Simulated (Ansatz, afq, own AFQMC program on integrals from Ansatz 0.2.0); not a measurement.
Integrals from Ansatz 0.2.0, then the random walk in our own AFQMC program (afq).

```yaml
crystal:
  periodic: [false, false, false]
  atoms:
    - {symbol: Au, position_ang: [-0.378072, 0.002431, 0.002120]}
    - {symbol: Si, position_ang: [2.344829, -0.015077, -0.013148]}
    - {symbol: H, position_ang: [2.839063, -1.417202, -0.010857]}
    - {symbol: H, position_ang: [2.859333, 0.685516, 1.192954]}
    - {symbol: H, position_ang: [2.845690, 0.676748, -1.230006]}
basis:
  gaussian: {orbitals: def2-SVP}
magnetization: {spin_polarized: false}
correlation: {method: ccsd_t, electrons: outside_noble_gas, hamiltonian_folder: ham}
```

```sh
$ ansatz run in.yaml --threads 1 --pin off --events-out ev --progress --plain --max-ram 16896MiB --backend cuda --devices 0, --max-vram 18GiB
```

afq runs on the folder ham with

```
--method phaseless --trial cisd --walkers 4000 --populations 20 --least-time 60 --time-step 0.005 --steps-per-block 50 --equilibration-blocks 40 --max-blocks 4000 --target-error 0.00026 --factor-cut 1e-05 --seed 2731 --release-times 0.24,0.6,1.2,1.8,2.6 --release-step 0.04 --release-every 4 --taylor-order 6
```

Times are imaginary, in 1/Eh. The walk had a cap of 141 s. With eight or more populations the least sampling time is a fifth of least-time, and the error comes from their spread. Core potentials past Kr, no spin–orbit coupling.

afq prints:

```
orbitals 56  electrons 9 9  factors 458 of 648
reference energy -425.36558086 Eh
CCSD correlation -0.39349425 Eh in 11 cycles, weight of the determinant in the CISD state 0.8360
energy of the start -425.759076 Eh
 block  time / (1/Eh)  mean weight  energy / Eh
     1     0.250  0.9999  -425.750081
     2     0.500  1.0001  -425.754499
     3     0.750  1.0001  -425.758364
     4     1.000  0.9998  -425.761159
     5     1.250  0.9997  -425.762621
     9     2.250  1.0003  -425.766758
    16     4.000  0.9997  -425.768043
    19     4.750  1.0003  -425.770014
    31     7.750  1.0000  -425.770642
    43    10.750  1.0000  -425.770026
    55    13.750  1.0001  -425.770609
    67    16.750  1.0000  -425.769215
    79    19.750  1.0005  -425.769962
    91    22.750  1.0000  -425.770651
    94    23.500  0.9998  -425.770735
   103    25.750  1.0002  -425.769769
   115    28.750  0.9996  -425.770525
   118    29.500  0.9998  -425.770141
error from the spread of 20 populations
released: time / (1/Eh)  energy / Eh  error  mean overlap
  0.24  -425.769996  0.000199  0.9995
  0.60  -425.770126  0.000208  0.9996
  1.20  -425.770417  0.000148  0.9882
  1.80  -425.770192  0.000369  0.9844
  2.60  -425.770346  0.000350  0.9772
energy -425.769865 +/- 0.000192 Eh
(rows thinned)
```

The run passed its tests (sampling time, drift between the halves within three errors, error under three times the target), which doesn't prove that it has relaxed.

Against this walk (error 5.2 meV) on the same determinant: CCSD(T) 25.8 meV higher, CCSDT(Q) 1.6 meV lower (within the noise). The error is statistical and leaves out the bias of the constraint. Released to 2.60 1/Eh the energy moves by -13 ± 11 meV (both errors), within twice the noise.

Cautions: constraint bias not in the error; no spin-orbit coupling; outer-core shells of the metal frozen; higher spins were not checked.

The walk took 62 s on 1 × NVIDIA H100 80GB HBM3 with 2 threads of AMD EPYC 7R13 Processor (Zen 3), on a shared host (the card was shared). The log's last line is the phaseless energy.

CCSDT and higher add their correlation energy to the determinant of the CCSD(T) run, since their own runs factorise the integrals more tightly (a shift of under 2 meV). A walk keeps the symmetry of its determinant, which the program's search chose and which needn't be the lowest solution, so a lower state of the same spin and another symmetry isn't excluded.
